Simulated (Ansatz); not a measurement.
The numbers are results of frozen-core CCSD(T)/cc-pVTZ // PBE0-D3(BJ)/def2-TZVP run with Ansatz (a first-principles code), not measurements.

Ansatz 0.2 input:
```yaml
crystal:
  periodic: [false, false, false]
  atoms:
    - { symbol: F, position_ang: [1.170916, -0.590092, -0.003949] }
    - { symbol: B, position_ang: [0.000001, -0.000001, -0.000007] }
    - { symbol: F, position_ang: [-1.096494, -0.718999, 0.002356] }
    - { symbol: F, position_ang: [-0.074422, 1.309093, 0.001599] }
basis:
  gaussian: { orbitals: cc-pVTZ }
correlation:
  method: ccsd_t
```

Output:

```
Functional definition: HF
760 factors; integrals over basis functions are off by at most 1.3e-3 eV
mean field evaluation 1: about -8796.0095 eV, gradient 3.8e1 eV
mean field evaluation 2: about -8796.0115 eV, gradient 3.8e1 eV
mean field evaluation 4: about -8798.1360 eV, gradient 1.8e0 eV
mean field evaluation 8: about -8798.1453 eV, gradient 2.1e-5 eV
mean field evaluation 16: about -8798.1449 eV, gradient 3.5e-1 eV
mean field -8798.14525278 eV, -323.3258744428 hartree, gradient 2.2e-6 eV, S^2 0.000000; 0 other end points of the search recorded, 0 dependent functions left out
4 core orbitals not correlated
reference -8798.14525278 eV, -323.3258744428 hartree; 12, 12 occupied and 104, 104 virtual orbitals, 760 factors
second order -22.87338579 eV of doubles, -0.00000000 eV of singles
cycle   1  -22.40468143 eV  change    4.7e-1 eV  update   8.6e-2
cycle   2  -22.80801561 eV  change   -4.0e-1 eV  update   2.3e-2
cycle   3  -22.89602651 eV  change   -8.8e-2 eV  update   1.1e-2
cycle   4  -22.87644775 eV  change    2.0e-2 eV  update   2.2e-3
cycle   5  -22.87499410 eV  change    1.5e-3 eV  update   8.5e-4
cycle   6  -22.87557065 eV  change   -5.8e-4 eV  update   1.9e-4
cycle   7  -22.87538341 eV  change    1.9e-4 eV  update   5.6e-5
cycle   8  -22.87536574 eV  change    1.8e-5 eV  update   1.1e-5
perturbative correction -0.66460522 eV, -0.0244237913 hartree
Total energy: -8821.68522374 eV, -324.1909524195 hartree
```

Cost: about 3 core-seconds (a rough figure).
